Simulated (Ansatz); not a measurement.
This geometry of AlH3O + H3P (9 atoms, charge 0, multiplicity 1) is a first-order saddle point.

Method: RKS PBE0-D4/6-31G* in Ansatz 0.2.0.

```xyz
9
Properties=species:S:1:pos:R:3
Al 0.333 0.332 0.237
O -0.282 -0.229 1.893
H -1.197 -0.546 1.925
H 1.870 0.038 -0.018
H -0.808 0.248 -0.871
P 0.106 2.664 1.464
H 1.487 2.678 1.144
H -0.385 2.859 0.145
H -0.254 1.068 1.938
```

(1) Which two structures does it join? (They come from a converged band through this point; their orientation in space is the band's.)

(2) How far does it lie above each of them?

## Answers

(1) Bonds broken: P6–H9. Bonds formed: Al1–P6, O2–H9. AlH3O + H3P becomes AlH6OP.

Initial state:

```xyz
9
Properties=species:S:1:pos:R:3
Al 0.156 -0.079 0.246
O -0.267 -0.758 1.765
H -1.194 -0.924 1.962
H 1.707 0.032 -0.061
H -0.994 0.287 -0.797
P 0.283 3.162 1.395
H 1.579 2.648 1.126
H -0.253 2.755 0.140
H -0.147 1.989 2.080
```

Final state:

```xyz
9
Properties=species:S:1:pos:R:3
Al 0.355 0.494 0.217
O -0.365 -0.252 1.975
H -1.250 -0.634 1.872
H 1.748 -0.262 0.051
H -0.916 0.101 -0.682
P 0.379 2.694 1.092
H 1.679 3.103 0.697
H -0.311 3.365 0.048
H -0.449 0.502 2.586
```

(2) 78.6 kJ/mol above the first and 88.0 kJ/mol above the second. This is the barrier of this one path; another mechanism may lie lower. The orbitals stay closed-shell, which can raise the energy where a bond breaks towards radicals; this wasn't checked here.

Run time: 2.8 min on 1 thread of Intel(R) Xeon(R) 6975P-C (Granite Rapids), with other jobs on the host, peak memory 0.14 GiB.
